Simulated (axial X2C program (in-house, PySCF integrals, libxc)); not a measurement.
# Which functional? An output for SiCl

An SCF output computed with an in-house relativistic program for diatomic molecules for SiCl at 2.081 Å, two-component, state Ω = 1/2, Cl dyall-v3z [8s7p2d1f], Si dyall-v3z [8s7p2d1f] (cores contracted in-house), without its first line:

```
basis functions 92  fitting functions 582  grid points 4357
iter        total energy     max residual
   1       -751.595953012     3.88e-02
   2       -751.597791132     2.06e-03
   3       -751.597803860     1.84e-03
   4       -751.597896163     6.35e-04
   5       -751.597900554     2.46e-04
   6       -751.597901306     5.14e-05
   7       -751.597901356     1.43e-05
   8       -751.597901360     4.48e-06
   9       -751.597901361     6.00e-07
converged
one-electron -1159.71257725  Coulomb 397.00561316  exact exchange -12.97188811  xc functional -36.32751739  nuclear repulsion 60.52098808  atomic mean-field constant -0.11251986
```

Question: Which level of theory produced it?
A. HF
B. r2SCAN
C. M06
D. PBE0

Answer: C. The exact-exchange term against the functional term shows a share of 0.27 of exact exchange.
